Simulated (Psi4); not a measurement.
# The standard entropy of Si2H5Cl (SMILES [SiH3][SiH2]Cl) from a frequency calculation

A singlet with charge 0, relaxed at BP86/def2-SVP (density fitting) (Psi4 1.11):

```xyz
8

Si   -0.7250    0.8848   -0.3970
Si    0.5676   -0.9488    0.3257
Cl    2.4545   -0.2470    0.9147
H    -2.0879    0.4090   -0.8264
H    -0.0502    1.5570   -1.5600
H    -0.8803    1.8729    0.7251
H    -0.0685   -1.6410    1.4989
H     0.7580   -1.9543   -0.7756
```

Harmonic wavenumbers in cm⁻¹: 108, 112, 346, 397, 496, 533, 570, 684, 783, 847, 899, 902, 915, 2148, 2157, 2163, 2168, 2177.

Masses in u: Si 28.085, Cl 35.45, H 1.008. Take T = 298.15 K, p = 1 bar, R = 8.3145 J/(mol K), kT/hc = 207.22 cm⁻¹, rigid rotor and harmonic oscillator.

**Question.** Work out S° at 298 K.

**Answer.** 
1. Translation (Sackur–Tetrode): S = R[3/2 ln M + 5/2 ln T − 1.1517] with M = 96.66 gives 165.9 J/(mol K).
2. Rotation: principal moments 48.399, 229.823, 266.161 u Å² give A, B, C = 0.3483, 0.0734, 0.0633 cm⁻¹; the symmetry number is σ = 1; q = (√π/σ)√((kT/hc)³/ABC) = 131430; S = R(ln q + 3/2) = 110.5.
3. Vibration: with u = ν̃/207.22, each mode gives R[u/(eᵘ − 1) − ln(1 − e⁻ᵘ)]; the sum is 48.5, most from 108 cm⁻¹ (13.8), 112 cm⁻¹ (13.5), 346 cm⁻¹ (5.0).
4. Spin: R ln 1 = 0.0.
5. Sum: 165.9 + 110.5 + 48.5 + 0.0 = 324.9 J/(mol K).

No measured value is set beside it here. Where a soft mode is a torsion, a harmonic oscillator describes it poorly.
